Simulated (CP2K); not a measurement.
**One shape, several levels: doublet HCl−**

Wanted: a comparison of 3 runs (UHF/3-21G, PM6, GFN1-xTB) of doublet HCl−. 

Program for the calculation: CP2K 2026.2.

### Step 1. Starting point

HCl− has 2 atoms, charge -1, and is taken as a doublet. As SMILES of the parent species, `Cl`. Geometry: relaxed at PBE0-D4/def2-TZVP. That shape belongs to the parent species and isn't relaxed for this state.

Bond lengths: Cl1–H2 1.279 Å.

### Step 2. The energy at UHF/3-21G (run 1)

calc.inp reads:

```
&GLOBAL
 PROJECT calc
 RUN_TYPE ENERGY
 PRINT_LEVEL MEDIUM
&END

&FORCE_EVAL
 METHOD QS
 &DFT
  BASIS_SET_FILE_NAME ./3_21g.basis
  POTENTIAL_FILE_NAME POTENTIAL
  CHARGE -1
  MULTIPLICITY 2
  LSD T
  &QS
   METHOD GAPW
   EPS_DEFAULT 1.0E-10
  &END
  &MGRID
   CUTOFF 280
   REL_CUTOFF 50
   NGRIDS 4
  &END
  &POISSON
   PERIODIC NONE
   POISSON_SOLVER WAVELET
  &END
  &SCF
   SCF_GUESS ATOMIC
   EPS_SCF 1.0E-07
   MAX_SCF 80
   ADDED_MOS 5
   &DIAGONALIZATION
    ALGORITHM STANDARD
   &END
   &MIXING
    METHOD DIRECT_P_MIXING
    ALPHA 0.4
   &END
  &END
  &XC
   &XC_FUNCTIONAL NONE
   &END
   &HF
    FRACTION 1
    &SCREENING
     EPS_SCHWARZ 1.0E-10
     SCREEN_ON_INITIAL_P F
    &END
    &INTERACTION_POTENTIAL
     POTENTIAL_TYPE COULOMB
    &END
    &MEMORY
     MAX_MEMORY 1050
    &END
   &END
  &END
  &PRINT
   &MOMENTS
    PERIODIC F
    REFERENCE COM
    MAX_MOMENT 1
   &END
   &MO ON
    ENERGIES T
    OCCUPATION_NUMBERS T
    NDIGITS 6
    &EACH
     QS_SCF 0
    &END
    ADD_LAST NUMERIC
   &END
   &LOWDIN ON
   &END
   &HIRSHFELD OFF
   &END
  &END
 &END
 &SUBSYS
  &CELL
   ABC [angstrom] 11.1 11.1 11.1
   PERIODIC NONE
  &END
  &COORD
   Cl     0.546000    -0.178500     0.280800
   H     -0.546000     0.178500    -0.280800
  &END
  &TOPOLOGY
   &CENTER_COORDINATES
   &END
  &END
  &KIND Cl
   BASIS_SET 3-21G
   POTENTIAL ALL
   LEBEDEV_GRID 194
   RADIAL_GRID 100
  &END
  &KIND H
   BASIS_SET 3-21G
   POTENTIAL ALL
   LEBEDEV_GRID 194
   RADIAL_GRID 100
  &END
 &END
&END
```

The run is started by

```
$ OMP_NUM_THREADS=1 cp2k.psmp calc.inp > calc.out
```

Output:

```text
CP2K| version string:                                       CP2K version 2026.2
[...]
 GLOBAL| Method name                                                        CP2K
[...]
 GLOBAL| Run type                                                         ENERGY
[...]
 DFT| Spin unrestricted (spin-polarized) Kohn-Sham calculation               UKS
 DFT| Multiplicity                                                             2
[...]
 DFT| Charge                                                                  -1
[...]
 QS| Method:                                                                GAPW
[...]
 QS| Density cutoff [a.u.]:                                                140.0
[...]
 QS| Relative density cutoff [a.u.]:                                        25.0
[...]
                             - Atoms:                                          2
[...]
                             - Spherical basis functions:                     15
[...]
 Number of electrons:                                                         10
[...]
     1 P_Mix/Diag. 0.40E+00    1.2     2.82589809      -473.1148468869 -4.73E+02
[...]
    17 DIIS/Diag.  0.29E-07    0.8     0.00000010      -457.7178111969 -3.41E-13
  *** SCF run converged in    17 steps ***
[...]
  Overlap energy of the core charge distribution:               0.00000082633930
  Self energy of the core charge distribution:               -200.25290035557865
  Core Hamiltonian energy:                                   -262.48074198375593
  Hartree energy:                                              54.76358318833595
  Exchange-correlation energy:                                  0.00000000000000
  Hartree-Fock Exchange energy:                               -28.16965091533713
[...]
 ENERGY| Total FORCE_EVAL ( QS ) energy [hartree]           -457.717811196936282
[...]
```

It took 16 s on 1 thread of Arm Neoverse V1, shared host; peak memory 0.74 GiB.

### Step 3. A single-point energy at PM6 (run 2)

calc.inp reads:

```
&GLOBAL
  PROJECT_NAME calc
  RUN_TYPE ENERGY
  PRINT_LEVEL MEDIUM
&END

&FORCE_EVAL
  METHOD QUICKSTEP
  &DFT
    CHARGE -1
    MULTIPLICITY 2
    UNRESTRICTED_KOHN_SHAM T
    &QS
      METHOD PM6
      EPS_DEFAULT 1.0E-10
      &SE
        &COULOMB
          CUTOFF [angstrom] 50
          RC_RANGE [angstrom] 0
        &END
        &EXCHANGE
          CUTOFF [angstrom] 50
          RC_RANGE [angstrom] 0
        &END
      &END
    &END
    &POISSON
      PERIODIC NONE
      POISSON_SOLVER ANALYTIC
    &END
    &SCF
      SCF_GUESS ATOMIC
      EPS_SCF 1.0E-07
      MAX_SCF 30
      &OT
        MINIMIZER CG
        PRECONDITIONER FULL_SINGLE_INVERSE
      &END
      &OUTER_SCF
        EPS_SCF 1.0E-07
        MAX_SCF 8
      &END
    &END
    &PRINT
      &MOMENTS
        PERIODIC F
        REFERENCE COM
        MAX_MOMENT 1
      &END
      &MO_CUBES
        NLUMO 3
        NHOMO -1
        WRITE_CUBE F
      &END
      &HIRSHFELD OFF
      &END
    &END
  &END
  &SUBSYS
    &CELL
      ABC 17.1 16.4 16.6
      PERIODIC NONE
    &END
    &COORD
      UNIT bohr
      Cl     1.0317905    -0.3373161     0.5306351
      H     -1.0317905     0.3373161    -0.5306351
    &END
    &TOPOLOGY
      &CENTER_COORDINATES
      &END
    &END
  &END
&END
```

The run is started by

```
$ OMP_NUM_THREADS=1 cp2k.psmp calc.inp > calc.out
```

Output:

```text
CP2K| version string:                                       CP2K version 2026.2
[...]
 GLOBAL| Method name                                                        CP2K
[...]
 GLOBAL| Run type                                                         ENERGY
[...]
                             - Atoms:                                          2
[...]
                             - Spherical basis functions:                     10
[...]
 Number of electrons:                                                          5
[...]
     1 OT CG       0.80E-01    0.0     0.16702527        -9.1986727487 -9.20E+00
[...]
    21 OT CG       0.33E+00    0.0     0.00000005        -9.8177189173 -2.03E-13
  *** SCF run converged in    21 steps ***
  Core-core repulsion energy [eV]:                             62.88976540896135
  Core Hamiltonian energy [eV]:                              -453.57320603348592
  Two-electron integral energy [eV]:                          247.05944513993077
  Electronic energy [eV]:                                    -330.04348346352049
  Total energy [eV]:                                         -267.15371805455914
  Atomic reference energy [eV]:                               267.67281566237074
  Heat of formation [kcal/mol]:                                11.97067616279817
[...]
 SE_DIPOLE| Moment [Debye]         -1.08922766       0.35609361      -0.56017424
 SE_DIPOLE| Derivative [a.u.]       0.00000000       0.00000000       0.00000000
 *** WARNING in qs_scf_post_se.F:140 :: Printing of MO cube files not ***
 *** implemented for Semi-Empirical method.                           ***
 ENERGY| Total FORCE_EVAL ( QS ) energy [hartree]             -9.817718917304946
[...]
```

Wall time 0.66 s (1 thread of Arm Neoverse V1, shared host).

### Step 4. The energy at GFN1-xTB (run 3)

job.inp reads:

```
&GLOBAL
 PROJECT job
 RUN_TYPE ENERGY
 PRINT_LEVEL MEDIUM
&END GLOBAL

&FORCE_EVAL
 METHOD Quickstep
 &DFT
  CHARGE -1
  MULTIPLICITY 2
  UKS T
  &QS
   METHOD XTB
   EPS_DEFAULT 1.0E-10
   &XTB
    GFN_TYPE TBLITE
    &TBLITE
     METHOD GFN1
    &END TBLITE
    CHECK_ATOMIC_CHARGES F
   &END XTB
  &END QS
  &POISSON
   PERIODIC NONE
   POISSON_SOLVER ANALYTIC
  &END POISSON
  &SCF
   SCF_GUESS ATOMIC
   EPS_SCF 1.0E-06
   MAX_SCF 150
   ADDED_MOS 4
   &DIAGONALIZATION
    ALGORITHM STANDARD
   &END DIAGONALIZATION
   &MIXING
    METHOD DIRECT_P_MIXING
    ALPHA 0.4
   &END MIXING
   &SMEAR ON
    METHOD FERMI_DIRAC
    ELECTRONIC_TEMPERATURE [K] 300
    FIXED_MAGNETIC_MOMENT 1.0
   &END SMEAR
  &END SCF
  &PRINT
   &MOMENTS
    PERIODIC F
    REFERENCE COM
    MAX_MOMENT 1
   &END MOMENTS
   &MO ON
    ENERGIES T
    OCCUPATION_NUMBERS T
    NDIGITS 6
    &EACH
     QS_SCF 0
    &END EACH
    ADD_LAST NUMERIC
   &END MO
   &HIRSHFELD OFF
   &END HIRSHFELD
  &END PRINT
 &END DFT
 &SUBSYS
  &CELL
   ABC 11.1 10.4 10.6
   PERIODIC NONE
  &END CELL
  &COORD
   Cl     0.546000    -0.178500     0.280800
   H     -0.546000     0.178500    -0.280800
  &END COORD
  &TOPOLOGY
   &CENTER_COORDINATES
   &END CENTER_COORDINATES
  &END TOPOLOGY
 &END SUBSYS
&END FORCE_EVAL
```

The run is started by

```
$ OMP_NUM_THREADS=1 cp2k.psmp job.inp > job.out
```

Output:

```text
CP2K| version string:                                       CP2K version 2026.2
[...]
 GLOBAL| Method name                                                        CP2K
[...]
 GLOBAL| Run type                                                         ENERGY
[...]
                             - Atoms:                                          2
[...]
                             - Spherical basis functions:                     11
[...]
 Number of electrons:                                                          5
[...]
  *** SCF run converged in     7 steps ***
[...]
  Fermi energy:                                                 0.16133316916640
[...]
 TB_DIPOLE| Moment [Debye]          0.68613144      -0.22431220       0.35286760
 TB_DIPOLE| Derivative [a.u.]       0.00000000       0.00000000       0.00000000
[...]
 ENERGY| Total FORCE_EVAL ( QS ) energy [hartree]             -4.814029801174633
[...]
```

It took 0.26 s on 1 thread of Arm Neoverse V1, shared host.

### Step 5. The series

```
run      level  scheme  iteration cap  energy (Eh)  HOMO energy (eV)  LUMO energy (eV)  wall time
  1  UHF/3-21G    GAPW             80  -457.717811              3.60             15.16       16 s
  2        PM6       –             30    -9.817719                 –                 –     0.66 s
  3   GFN1-xTB       –            150    -4.814030              3.34              4.82     0.26 s
```

### Step 6. Results

| quantity | value |
| --- | --- |
| run 3: total energy | -4.81403 Eh |
| run 3: HOMO energy (highest over α and β) | 3.34 eV |
| run 3: LUMO energy (lowest over α and β) | 4.82 eV |

In words: In run 1 the HOMO lies above zero, so the outermost electron may be held by the basis alone. Force-field and semi-empirical energies have zeros of their own, so their totals don't compare. All runs together took 17 s, the longest 16 s.
